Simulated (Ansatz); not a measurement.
# BHOSi: the cost of one run

The runs use Ansatz 0.2.0, Gaussian basis; def2-QZVPP, core rule «outside noble gas», up to 7 orbitals frozen.

The runs, in order: UHF; ROHF; CCSD(T) on UHF.

2 further runs of the same task are left out: 2 set aside as unsound or not needed.

### Step 1. The system

The geometry is a PBE0/def2-TZVP stationary point (not a proven minimum) of the parent state, kept for this charge and spin.

4 atoms, charge 0, spin multiplicity 3.

Atoms are counted from 1 here; the program's logs count them from 0.

Bond lengths: B1–Si2 2.026 Å, B1–H4 1.203 Å, Si2–O3 1.518 Å. Angles: Si2–B1–H4 119.5°, B1–Si2–O3 139.0°.

Coordinates:

```xyz
4
BHOSi
B     0.0000   -0.4092    1.8898
Si    0.0000    0.2878   -0.0128
O     0.0000   -0.2521   -1.4313
H     0.0000    0.3706    2.8062
```

### Step 2. UHF

in.yaml

```yaml
crystal:
  periodic: [false, false, false]
  atoms:
    - {symbol: B, position_ang: [0.000000, -0.409239, 1.889811]}
    - {symbol: Si, position_ang: [0.000000, 0.287819, -0.012810]}
    - {symbol: O, position_ang: [0.000000, -0.252059, -1.431271]}
    - {symbol: H, position_ang: [0.000000, 0.370590, 2.806241]}
basis:
  gaussian: {orbitals: "def2-QZVPP.json"}
magnetization: {spin_polarized: true, initial_magnetization: 2}
hamiltonian: {xc: hf}
output: {orbitals: {seedname: orbitals}}
```

On the command line:

```bash
> ansatz run in.yaml --threads 1 --pin off --events-out ev --progress --plain --max-ram 2393MiB
```

Q: Estimate wall time and peak memory on 1 thread of Arm Neoverse V1, shared host.

About 40 s, with a peak of 0.49 GiB.
